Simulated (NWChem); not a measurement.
**Basis-set convergence for tetrafluoromethane (CF$_{4}$)**

SMILES: FC(F)(F)F
```xyz
5

F      0.0000    -1.0889     0.7700
C      0.0000     0.0000     0.0000
F      0.0000     1.0889     0.7700
F      1.0889     0.0000    -0.7700
F     -1.0889     0.0000    -0.7700
```
Charge 0, spin multiplicity 1.

Everything below was run with NWChem. All single points use one geometry, from PBE/def2-SVP, a minimum by its harmonic frequencies.

Quantity: LUMO energy at the level B3LYP.

B3LYP has NWChem's definition, with VWN1-RPA local correlation. The Pople sets run with spherical d functions.

In def2-TZVPD the value is 0.06 eV. Among 3-21G, 6-31G*, pcseg-1, 6-311G**, 6-311++G**, def2-SVPD, cc-pVTZ, pcseg-2, def2-TZVP, which is the smallest basis within 0.2 eV of it?

6-311++G**, with 110 functions against 197 and about 20 % of the time. def2-TZVPD isn't the basis-set limit itself, and a small set can land close by cancellation.

| basis | functions | LUMO energy (eV) |
|---|---|---|
| 3-21G | 45 | 4.75 |
| 6-31G* | 70 | 4.70 |
| pcseg-1 | 70 | 3.66 |
| 6-311G** | 90 | 3.91 |
| 6-311++G** | 110 | 0.18 |
| def2-SVPD | 112 | 0.38 |
| cc-pVTZ | 150 | 3.42 |
| pcseg-2 | 150 | 1.85 |
| def2-TZVP | 155 | 2.13 |
| def2-TZVPD | 197 | 0.06 |

This LUMO lies above zero in the largest set, so its value hangs on the diffuse functions.
